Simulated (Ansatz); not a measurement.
**How far each method lies from full CI for Si–AlH₂, quartet**

Geometry: a point of a breathe scan, not a stationary point.

```xyz
4

Si    0.0000    0.0000    1.8490
Al    0.0000    0.0000   -1.7159
H     0.0000    2.0801   -2.7943
H     0.0000   -2.0801   -2.7943
```

Basis 6-31G; Ansatz 0.2.0. Correlated methods freeze the noble-gas cores, which leaves 9 electrons in 20 orbitals. R marks a restricted (for open shells ROHF) determinant, U an unrestricted one. Active spaces: pair = (5e, 5o) about the gap; valence = (9e, 10o) chosen from the atoms' valence shells.

Full CI is exact within this basis and frozen core; it isn't the basis-set limit. The frozen core follows each run's orbitals, which can shift R against U totals by a few meV.

Unrestricted rows (U) aren't spin-pure: their determinants' ⟨S²⟩ exceeds S(S+1) by up to 0.31, so they mix in states of higher spin. HF rows are the lowest solutions found. Coupled cluster chose its determinant by trial CCSD, here up to 0.07 eV above the lowest Hartree–Fock solution of its kind, and MP2 stands on that determinant too.

- UHF ⟨S²⟩: 4.060
- T1 diagnostic (RCCSD): 0.0445
- largest doubles amplitude (RCCSD): 0.117
- T1 diagnostic (UCCSD): 0.0662

```json
{"level": "RHF", "E − E(full CI) (kcal/mol)": "71.00", "share of correlation (%)": "0.00", "wall time": "–"}
{"level": "UHF", "E − E(full CI) (kcal/mol)": "59.34", "share of correlation (%)": "16.43", "wall time": "–"}
{"level": "RMP2", "E − E(full CI) (kcal/mol)": "30.51", "share of correlation (%)": "57.03", "wall time": "–"}
{"level": "UMP2", "E − E(full CI) (kcal/mol)": "30.43", "share of correlation (%)": "57.15", "wall time": "–"}
{"level": "RCCSD", "E − E(full CI) (kcal/mol)": "3.63", "share of correlation (%)": "94.89", "wall time": "–"}
{"level": "UCCSD", "E − E(full CI) (kcal/mol)": "3.07", "share of correlation (%)": "95.67", "wall time": "–"}
{"level": "RCCSD(T)", "E − E(full CI) (kcal/mol)": "1.50", "share of correlation (%)": "97.89", "wall time": "10 s"}
{"level": "UCCSD(T)", "E − E(full CI) (kcal/mol)": "1.72", "share of correlation (%)": "97.58", "wall time": "7.5 s"}
{"level": "BCCD(T)", "E − E(full CI) (kcal/mol)": "1.55", "share of correlation (%)": "97.81", "wall time": "9 s"}
{"level": "RCCSDT", "E − E(full CI) (kcal/mol)": "0.18", "share of correlation (%)": "99.74", "wall time": "–"}
{"level": "UCCSDT", "E − E(full CI) (kcal/mol)": "0.22", "share of correlation (%)": "99.69", "wall time": "–"}
{"level": "RCCSDT(Q)", "E − E(full CI) (kcal/mol)": "0.07", "share of correlation (%)": "99.90", "wall time": "18 s"}
{"level": "UCCSDT(Q)", "E − E(full CI) (kcal/mol)": "0.08", "share of correlation (%)": "99.88", "wall time": "14 s"}
{"level": "CASSCF (valence space)", "E − E(full CI) (kcal/mol)": "15.40", "share of correlation (%)": "78.31", "wall time": "–"}
{"level": "NEVPT2 (valence space)", "E − E(full CI) (kcal/mol)": "5.21", "share of correlation (%)": "92.66", "wall time": "13 s"}
{"level": "MRCISD (valence space)", "E − E(full CI) (kcal/mol)": "0.72", "share of correlation (%)": "98.98", "wall time": "–"}
{"level": "MRCISD+Q (valence space)", "E − E(full CI) (kcal/mol)": "0.35", "share of correlation (%)": "99.51", "wall time": "18 s"}
```

The correlation energy at full CI, counted from RHF, is -3.079 eV. That run took 14 min on 1 thread of Arm Neoverse N1, shared host over 11,075,136 determinants.

Run but not shown, since their state or frozen core can't be matched to the reference's or they repeat it: CISD, CASSCF (pair space), NEVPT2 (pair space), MRCISD (pair space), MRCISD+Q (pair space).

Times hold each run's SCF and search for its determinant on a shared host, so for small cases they say little of a method's own cost; they ran on 1 thread of Arm Neoverse N1.

The full-CI state has the irrep A2 of C2v, in the program's axes.

Natural occupations of full CI about the gap: 1.950 1.909 1.807 1.006 0.992 0.985 0.147 0.086 0.042 0.039; effectively unpaired electrons, Σ n²(2−n)², 3.28.
